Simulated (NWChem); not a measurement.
Correlation energy of CH$_{2}$ (+1)

```xyz
3

C      0.0000     0.0000     0.0924
H      1.0572     0.0000    -0.2771
H     -1.0572     0.0000    -0.2771
```
Charge +1, spin multiplicity 2.

Everything below was run with NWChem. All single points use one geometry, from UPBE/def2-SVP, a minimum by its harmonic frequencies.

Basis set: cc-pVDZ. Each correlation energy counts from its own Hartree-Fock reference.

The correlated methods keep 1 core orbital frozen. This spin state was chosen for the runs; another may lie lower. The structure started from a generated list of species. The unpaired electrons of the parent sit in orbitals of symmetry a1 (C2v labels of the run); other states weren't searched. The stability of the SCF solutions was not checked. Open-shell Hartree-Fock references start from PBE0 orbitals. Coupled-cluster values serve here as a point of comparison, not as the truth.

```
method           correlation energy (mHa)
---------------  ------------------------
URI-MP2                             -76.0
UMP2                                -76.0
SCS-UMP2                            -82.5
CCSD on UHF                             ?
CCSD[T] on UHF                      -98.7
CCSD(T) on UHF                      -98.7
CCSD on ROHF                       -100.0
CCSD[T] on ROHF                    -101.4
CCSD(T) on ROHF                    -101.4
CCSDT on ROHF                           ?
```

Complete the blanks.


- CCSD on UHF, correlation energy (mHa): -97.4
- CCSDT on ROHF, correlation energy (mHa): -101.8
